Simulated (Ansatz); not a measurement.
C4H7FS can be A, `C/C=C(\F)CS`, or B, `C=CCC(F)S`.

Program: Ansatz. Geometries: PBE0-D4/def2-TZVP. ΔE: electronic, gas phase. CBS: MP2 limit from def2 TZ/QZ plus the TZ coupled-cluster correction, frozen cores. Functionals use def2-TZVPP. B3LYP here is the variant with VWN-RPA as its local correlation; programs differ in this. One conformer a species, not always the lowest.

A:

Z-matrix (Å, degrees):
```
C
C 1 1.488
H 1 1.094 2 110.7
H 1 1.094 2 111.0 3 118.5
H 1 1.089 2 111.5 3 -120.6
C 2 1.324 1 125.5 3 119.9
H 2 1.085 1 118.4 3 -59.6
C 6 1.479 2 127.7 1 -179.9
F 6 1.350 2 120.3 1 0.3
S 8 1.822 6 113.6 2 113.4
H 8 1.090 6 109.7 2 -4.5
H 8 1.092 6 110.7 2 -123.7
H 10 1.342 8 96.1 6 62.7
```

B:

Z-matrix (Å, degrees):
```
C
C 1 1.494
C 1 1.521 2 114.8
H 1 1.094 2 110.2 3 121.3
H 1 1.094 2 110.0 3 -120.2
C 2 1.325 1 124.2 3 99.9
H 2 1.087 1 116.6 3 -80.2
F 3 1.380 1 108.8 2 -70.3
S 3 1.800 1 115.8 2 55.2
H 3 1.095 1 109.7 2 172.7
H 6 1.084 2 121.5 1 -179.6
H 6 1.085 2 121.4 1 0.3
H 9 1.343 3 96.0 1 -55.0
```

(1) Which is lower in electronic energy at CCSD(T)/CBS, and by how much? (Best estimate.)

(2) Give E(B) − E(A) in kJ/mol with B3LYP-D4, r2SCAN-D4, PBE0-D4, B2PLYP, CCSD/def2-TZVPP, CCSD(T)/def2-TZVPP, B3LYP. (Estimate.)

Largest T1 diagnostic: 0.011.

Results:

(1) Ansatz gave: A, by 17.0 kJ/mol.

(2) The calculation gave: B3LYP-D4 23.1, r2SCAN-D4 25.5, PBE0-D4 25.9, B2PLYP 22.9, CCSD/def2-TZVPP 18.9, CCSD(T)/def2-TZVPP 18.1, B3LYP 26.6. None reverses the order clearly.

In def2-TZVPP, CCSD(T) changes the Hartree–Fock value by −4.4 kJ/mol (the triples alone add −0.8 kJ/mol) and MP2 by −3.4 kJ/mol. The D4 term adds −3.5 kJ/mol with B3LYP and −1.9 kJ/mol with PBE0; it sums over pairs of atoms, weighted by their polarisabilities, and B3LYP, whose exchange is more repulsive, gets the larger term.
